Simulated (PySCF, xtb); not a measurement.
CN, charge -1, multiplicity 1. Atoms are numbered in the order given.

```xyz
2

C      0.0000     0.0000    -0.6298
N      0.0000     0.0000     0.5398
```
Charge -1, spin multiplicity 1.

Geometry optimised at PBE0-D3(BJ)/def2-TZVPD.

Computed with IEF-PCM-PBE0/def2-TZVPD in PySCF.

The values are the electrostatic part of the solvation free energy, E(continuum) − E(gas) at the gas-phase geometry, in a cavity of scaled van der Waals radii (PySCF's table); cavitation and dispersion terms are not included. In vacuum the orbital gap is 7.23 eV.

**Question.** Estimate the values in water (ε = 78.36), acetone (ε = 20.49), N,N-dimethylformamide (ε = 37.22). (Estimate from the structure and the level; the computed values follow.)

**Answer.** 
| solvent | ε | ΔG(elec) (kcal/mol) | gap (eV) |
|---|---|---|---|
| water | 78.36 | -69.2 | 8.69 |
| acetone | 20.49 | -66.6 | 8.64 |
| N,N-dimethylformamide | 37.22 | -68.2 | 8.68 |

For comparison, GFN2-xTB/ALPB(water) (xtb, at the GFN2-xTB geometry, all terms of that model) gives -78.8 kcal/mol.
